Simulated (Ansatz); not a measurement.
Input file:

```yaml
crystal:
  periodic: [false, false, false]
  atoms:
    - { symbol: Si, position_ang: [-1.2049, 0.9073, -0.7679] }
    - { symbol: S, position_ang: [-0.2684, -0.9299, -1.0364] }
    - { symbol: Si, position_ang: [0.7643, -0.8234, 0.8007] }
    - { symbol: H, position_ang: [-2.1335, 1.1418, -1.9043] }
    - { symbol: H, position_ang: [-0.2354, 2.0236, -0.8661] }
    - { symbol: H, position_ang: [0.12055, -2.14045, -1.57276] }
    - { symbol: H, position_ang: [-0.154, -0.667, 1.925] }
    - { symbol: H, position_ang: [1.7583, 0.353, 0.7914] }
magnetization:
  spin_polarized: true
  initial_magnetization: 1
basis:
  gaussian: { orbitals: def2-SVP }
hamiltonian:
  xc: pbe0
relax:
  f_tol: 0.02
  max_steps: 50
```

Run as:

```bash
$ ansatz run input.yaml --threads 2 --pin off --max-ram 3072MiB --backend cpu --events-out ev --progress --plain --runs-dir out
```

Hardware: 2 threads of AMD EPYC 7B13 (Zen 3), on a shared host.

Q: Roughly how long does this run take, and how much memory?

A: 48 s, with a peak of 0.24 GiB, for 19 ionic steps.
